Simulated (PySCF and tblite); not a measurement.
Values are calculated unless marked as measured or tabulated.
System: C₄H₉NS, numbered as in [CH3:1][S:2][N:3]=[C:4]([CH3:5])[CH3:6].

The path came from a restrained scan, a climbing-image band and a saddle search at GFN2-xTB; energies are BP86/pcSseg-1 + D3(BJ), IEF-PCM tetrahydrofuran//GFN2-xTB, thermal terms GFN2-xTB. Rates follow Eyring's equation with the number of equivalent paths and no tunnelling. (PySCF 2.14 with density fitting, tblite 0.8.)

(1) Estimate the barrier and the room-temperature rate of the planar inversion at N3 (torsion C5–C4–N3–S2 from 180° to 0°).

## Answers

(1) The electronic barrier is 20.4 kcal/mol and ΔG‡(298 K) 20.0 kcal/mol, over a Cs saddle with an imaginary mode of 248i cm⁻¹ (GFN2-xTB). With 1 equivalent path, k is 0.014 s⁻¹, a mean lifetime of the start of 1.2 min against this motion. The end lies 6.8 kcal/mol above the start in free energy.
